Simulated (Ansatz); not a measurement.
Total energies of B3H9 (relaxed from a model of (H2B-mu-H)3, whose bonding it doesn't keep) from Ansatz at PBE-D4/def2-TZVPD, gas phase (1 Eh = 27.2114 eV = 2625.5 kJ/mol). The reference geometry is relaxed at PBE-D4/def2-TZVP.

Cartesian coordinates in Å:
```
B -0.0338 1.1078 0.0244
H 0.3282 1.6003 1.0463
H -0.3873 1.8791 -0.8416
H -1.2356 0.5783 -0.0507
B -0.8406 -0.5803 0.4310
H -1.7958 -1.0704 -0.1322
H -0.7911 -0.7392 1.6100
H -0.0837 -1.3188 -0.3504
B 0.9520 -0.5146 -0.2487
H 1.7074 -0.6554 0.6609
H 1.3193 -0.9487 -1.3195
H 0.8610 0.6620 -0.8296
```

```csv
state,geometry,energy (Eh)
charge 0 singlet,reference,-79.78140
charge -1 doublet,reference,-79.75428
free B atom (doublet),–,-24.61015
free H atom (doublet),–,-0.49962
```

Q: Work out the vertical electron affinity, to the doublet.

A: E(charge 0 singlet) − E(charge -1 doublet) = -79.78140 − (-79.75428) = -0.02712 Eh = -0.74 eV; negative, so the extra electron isn't bound.

Q: What is the binding energy per atom against free atoms?

A: Atoms: 3 × (-24.61015) + 9 × (-0.49962) = -78.32703 Eh. Binding: -78.32703 − (-79.78140) = 1.45437 Eh = 39.58 eV, or 3.30 eV for each of 12 atoms (no zero-point energy, no counterpoise term).

At PBE-D4/def2-TZVPD the highest occupied level of the charge -1 doublet lies above zero (up to 1.88 eV). By energy differences it is unbound by 0.74 eV (vertical, to the charge 0 singlet, at PBE-D4/def2-TZVPD) and held by the finite basis.
